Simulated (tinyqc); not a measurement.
Worked calculation: FCI on RHF in the sto-3g basis, for OH-, spin multiplicity 1. The basis has no diffuse functions, so it cannot describe the extra electron: this is an exercise in the method, not the real anion. One step of it, computed by the program tinyqc.

Question. FCI: determinants and Hamiltonian. Slater-Condon rules over spin orbitals, with the nuclear repulsion added and E(HF) subtracted on the diagonal. Only determinants linked to the reference directly or through others are kept (one block of an abelian symmetry group), so some states are absent.

one-electron integrals over orbitals h = C^T H C (hartree):
$$\begin{pmatrix}
-32.182414 & 0.574670 & 0.289186 & 0.000000 & 0.000000 & -0.239324 \\
0.574670 & -7.113597 & -0.658762 & 0.000000 & 0.000000 & 1.181723 \\
0.289186 & -0.658762 & -6.104088 & 0.000000 & 0.000000 & -1.266400 \\
0.000000 & 0.000000 & 0.000000 & -6.977866 & 0.000000 & 0.000000 \\
0.000000 & 0.000000 & 0.000000 & 0.000000 & -6.977866 & 0.000000 \\
-0.239324 & 1.181723 & -1.266400 & 0.000000 & 0.000000 & -5.549838
\end{pmatrix}$$

Two-electron integrals over orbitals (pq|rs), unique and non-zero (hartree):
```
(11|11) 4.744399    (21|11) -0.416235   (21|21) 0.057588    (22|11) 0.993775
(22|21) -0.013349   (22|22) 0.729836    (31|11) -0.216600   (31|21) 0.028111
(31|22) -0.015053   (31|31) 0.025280    (32|11) 0.182559    (32|21) -0.009686
(32|22) 0.001620    (32|31) 0.011244    (32|32) 0.149458    (33|11) 0.884290
(33|21) -0.010592   (33|22) 0.656328    (33|31) 0.004014    (33|32) 0.048402
(33|33) 0.694605    (41|41) 0.026054    (42|41) 0.032189    (42|42) 0.141667
(43|41) 0.015648    (43|42) 0.056123    (43|43) 0.053767    (44|11) 1.115323
(44|21) -0.012070   (44|22) 0.741544    (44|31) -0.006221   (44|32) 0.095995
(44|33) 0.671376    (44|44) 0.880159    (51|51) 0.026054    (52|51) 0.032189
(52|52) 0.141667    (53|51) 0.015648    (53|52) 0.056123    (53|53) 0.053767
(54|54) 0.047444    (55|11) 1.115323    (55|21) -0.012070   (55|22) 0.741544
(55|31) -0.006221   (55|32) 0.095995    (55|33) 0.671376    (55|44) 0.785270
(55|55) 0.880159    (61|11) 0.180738    (61|21) -0.027780   (61|22) -0.003738
(61|31) 0.001218    (61|32) 0.023549    (61|33) 0.016301    (61|44) 0.004739
(61|55) 0.004739    (61|61) 0.032383    (62|11) -0.252014   (62|21) 0.004693
(62|22) -0.117171   (62|31) 0.017766    (62|32) 0.006522    (62|33) -0.021933
(62|44) -0.130698   (62|55) -0.130698   (62|61) 0.016432    (62|62) 0.110561
(63|11) 0.252706    (63|21) -0.004407   (63|22) 0.073891    (63|31) 0.004623
(63|32) 0.114298    (63|33) 0.082995    (63|44) 0.136321    (63|55) 0.136321
(63|61) 0.010718    (63|62) -0.048341   (63|63) 0.145408    (64|41) -0.011911
(64|42) -0.046326   (64|43) 0.003667    (64|64) 0.039125    (65|51) -0.011911
(65|52) -0.046326   (65|53) 0.003667    (65|65) 0.039125    (66|11) 0.947144
(66|21) -0.010169   (66|22) 0.692089    (66|31) -0.017819   (66|32) -0.045024
(66|33) 0.648801    (66|44) 0.664846    (66|55) 0.664846    (66|61) -0.011142
(66|62) -0.087986   (66|63) 0.026526    (66|66) 0.727698
```

nuclear repulsion = 4.68298417 hartree

Hartree-Fock energy = -74.04041168 hartree

Give: determinants; H - E(HF) between determinants.

Answer.

Occupation strings over the orbitals (2 doubly, a alpha, b beta, 0 empty; spin orbitals ordered 1a 1b 2a 2b ...): 222220 22a22b 2a222b a2222b 22b22a 2b222a b2222a 222202 222022 220222 2ab222 a2b222 2ba222 202222 ab2222 b2a222 ba2222 022222

H - E(HF) between determinants (hartree):
```
         222220   22a22b   2a222b   a2222b   22b22a   2b222a   b2222a   222202
222220   0.0000   0.0000   0.0000   0.0000   0.0000   0.0000   0.0000   0.0391
22a22b   0.0000   0.7406  -0.0033   0.0285  -0.1454   0.0483  -0.0107  -0.0037
2a222b   0.0000  -0.0033   1.3452   0.0266   0.0483  -0.1106  -0.0164   0.0463
a2222b   0.0000   0.0285   0.0266  19.7598  -0.0107  -0.0164  -0.0324   0.0119
22b22a   0.0000  -0.1454   0.0483  -0.0107   0.7406  -0.0033   0.0285   0.0037
2b222a   0.0000   0.0483  -0.1106  -0.0164  -0.0033   1.3452   0.0266  -0.0463
b2222a   0.0000  -0.0107  -0.0164  -0.0324   0.0285   0.0266  19.7598  -0.0119
222202   0.0391  -0.0037   0.0463   0.0119   0.0037  -0.0463  -0.0119   1.1440
222022   0.0391  -0.0037   0.0463   0.0119   0.0037  -0.0463  -0.0119   0.0474
220222   0.1454  -0.0565  -0.1143  -0.0046   0.0565   0.1143   0.0046   0.0538
2ab222   0.0483   0.1143   0.0474  -0.0044  -0.0661  -0.0065  -0.0178  -0.0561
a2b222  -0.0107   0.0046  -0.0044   0.2262  -0.0274  -0.0235  -0.0012  -0.0156
2ba222  -0.0483  -0.0661  -0.0065  -0.0178   0.1143   0.0474  -0.0044   0.0561
202222   0.1106  -0.0065   0.0292  -0.0047   0.0065  -0.0292   0.0047   0.1417
ab2222  -0.0164   0.0178   0.0047  -0.1640  -0.0235  -0.0074   0.0278  -0.0322
b2a222   0.0107  -0.0274  -0.0235  -0.0012   0.0046  -0.0044   0.2262   0.0156
ba2222   0.0164  -0.0235  -0.0074   0.0278   0.0178   0.0047  -0.1640   0.0322
022222   0.0324  -0.0012   0.0278  -0.1919   0.0012  -0.0278   0.1919   0.0261

         222022   220222   2ab222   a2b222   2ba222   202222   ab2222   b2a222
222220   0.0391   0.1454   0.0483  -0.0107  -0.0483   0.1106  -0.0164   0.0107
22a22b  -0.0037  -0.0565   0.1143   0.0046  -0.0661  -0.0065   0.0178  -0.0274
2a222b   0.0463  -0.1143   0.0474  -0.0044  -0.0065   0.0292   0.0047  -0.0235
a2222b   0.0119  -0.0046  -0.0044   0.2262  -0.0178  -0.0047  -0.1640  -0.0012
22b22a   0.0037   0.0565  -0.0661  -0.0274   0.1143   0.0065  -0.0235   0.0046
2b222a  -0.0463   0.1143  -0.0065  -0.0235   0.0474  -0.0292  -0.0074  -0.0044
b2222a  -0.0119   0.0046  -0.0178  -0.0012  -0.0044   0.0047   0.0278   0.2262
222202   0.0474   0.0538  -0.0561  -0.0156   0.0561   0.1417  -0.0322   0.0156
222022   1.1440   0.0538  -0.0561  -0.0156   0.0561   0.1417  -0.0322   0.0156
220222   0.0538   1.6060  -0.0901  -0.0504   0.0901   0.1495  -0.0112   0.0504
2ab222  -0.0561  -0.0901   2.1290   0.0262  -0.1495  -0.0433  -0.0097  -0.0112
a2b222  -0.0156  -0.0504   0.0262  20.5165  -0.0112   0.0097   0.2243  -0.0253
2ba222   0.0561   0.0901  -0.1495  -0.0112   2.1290   0.0433  -0.0313   0.0262
202222   0.1417   0.1495  -0.0433   0.0097   0.0433   2.7638  -0.0234  -0.0097
ab2222  -0.0322  -0.0112  -0.0097   0.2243  -0.0313  -0.0234  21.1873  -0.0281
b2a222   0.0156   0.0504  -0.0112  -0.0253   0.0262  -0.0097  -0.0281  20.5165
ba2222   0.0322   0.0112  -0.0313  -0.0281  -0.0097   0.0234  -0.0576   0.2243
022222   0.0261   0.0253  -0.0281   0.1702   0.0281   0.0576   0.3795  -0.1702

         ba2222   022222
222220   0.0164   0.0324
22a22b  -0.0235  -0.0012
2a222b  -0.0074   0.0278
a2222b   0.0278  -0.1919
22b22a   0.0178   0.0012
2b222a   0.0047  -0.0278
b2222a  -0.1640   0.1919
222202   0.0322   0.0261
222022   0.0322   0.0261
220222   0.0112   0.0253
2ab222  -0.0313  -0.0281
a2b222  -0.0281   0.1702
2ba222  -0.0097   0.0281
202222   0.0234   0.0576
ab2222  -0.0576   0.3795
b2a222   0.2243  -0.1702
ba2222  21.1873  -0.3795
022222  -0.3795  43.0975
```
